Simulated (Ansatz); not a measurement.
System: zinc-blende CdTe. Method: revPBE in Ansatz (plane waves, PAW).

Total energies, extrapolated to zero smearing (they compare only within this program, potentials and cutoff):

| system | energy (eV/atom) |
|---|---|
| zinc-blende CdTe, relaxed | -7623.7988 |
| hcp Cd | -8260.3174 |
| trigonal Te | -6986.2711 |

Task: Work out the enthalpy of formation per atom.

Result: ΔH_f ≈ ΔE = -7623.7988 − [1 × (-8260.3174) + 1 × (-6986.2711)]/2 = -0.505 eV/atom (0 K, no vibrations). The reference value is -0.520 eV/atom (measured, 298 K, no zero-point or thermal correction, our sources range from -0.522 to -0.479; as tabulated in Brebrick, High temperature thermodynamic data for CdTe(c), J. Phase Equilib. …), a difference of +0.015 eV/atom.

Spin–orbit coupling is left out; its size isn't shown.

The PAW data were made under PBE.

Note: the cell is over a tenth larger than the published one: the level's own overestimate first of all, though another phase or state, or a fault of the published cell, is possible. Note: an element that serves as reference has a cell well above its measured volume.

Ansatz is a first-principles code.
